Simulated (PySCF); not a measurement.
**How the method changes the constants of AlP⁺**

State: ⁴Σ⁻ (quartet), unpaired electrons σ ↑, π ↑↑. Set-up: basis Al pcseg-1, P pcseg-1; no relativity; PySCF 2.14. De refers to Al⁺ + P in their high-spin ground configurations, without counterpoise correction. The functionals are run spin-unrestricted. A positive dipole points towards P; it is taken about the centre of mass and depends on that origin. Levels whose curve was spin-contaminated or gave no clean fit are not listed.

```tsv
Level	Re (Å)	ωe (cm⁻¹)	De (eV)	μ (D)	CPU s a point (SCF and correlation, without the integrals)
ROHF-CCSD(T)	2.677	147	0.220	n/a	0.36
PBE	2.490	267	0.80	-3.27	0.35
BP86	2.492	265	0.77	-3.29	0.23
r²SCAN	2.453	283	0.78	-3.52	0.46
PBE0	2.488	251	0.66	-3.47	0.55
r²SCAN0	2.469	259	0.66	-3.64	0.48
B2PLYP	2.557	202	0.420	-3.60	0.28
```

The bond length runs from 2.453 Å (r²SCAN) to 2.677 Å (ROHF-CCSD(T)). De spans 0.22 eV (ROHF-CCSD(T), coupled cluster) to 0.80 eV (PBE, GGA).

Correlated steps freeze 10 core orbitals. Correlated levels converge slowly with the basis: in double zeta they bind strong bonds too weakly, by up to about 1 eV, and carry superposition errors of some tenths. For an ion De counts to the pair picked by the measured ionisation energies or electron affinities, which need not be the lowest pair at this level. B2PLYP dipoles, levels and charges come from its SCF part alone. The state is the lowest determinant that a PBE0 search found; another state may lie lower at other levels.

The whole job (state search and all levels along the bond) took about 0.87 min on 1 thread of Intel Xeon Platinum 8375C @ 2.90GHz (shared host), peak memory 0.42 GiB.
